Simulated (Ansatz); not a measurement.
Crystal: HfO3, ReO3 type, 4 atoms in the cell.

Level of theory: PBE, plane waves, PAW datasets (generated soft set 1) (Ansatz 0.2.0 development build).

Cutoff 420 eV; k-mesh 26×26×26 Γ-centred; Fermi–Dirac smearing of 0.0612 eV; no spin polarisation; no spin–orbit coupling.

```
V (Å³/atom)   a (Å)  E − E(min) (meV/atom)  P (GPa)
     16.643  4.0529                  26.75     8.46
     16.997  4.0814                  11.51     5.38
     17.351  4.1096                   2.78     2.56
     17.705  4.1373                   0.00    -0.01
     18.060  4.1648                   2.64    -2.34
     18.414  4.1918                  10.19    -4.46
     18.768  4.2185                  22.20    -6.38
```

Problem. Fit a third-order Birch–Murnaghan equation of state to the energies.

Solution. V₀ = 17.704 Å³/atom (a₀ = 4.137 Å), B₀ = 122 GPa, B₀′ = 3.76.

The published all-electron PBE values for this crystal (mean of FLEUR and WIEN2k, k-spacing 0.06 Å⁻¹; Bosoni et al., Nat. Rev. Phys. 6, 45 (2024)) are V₀ = 17.707 Å³/atom, B₀ = 122.3 GPa, B₀′ = 3.64.

The stress includes the program's correction for the finite plane-wave basis.

This cubic structure is a model: it isn't the usual form of the substance at ambient conditions, and such phases are metastable or hypothetical. Spin polarisation is left out, and a magnetic state may lie lower.
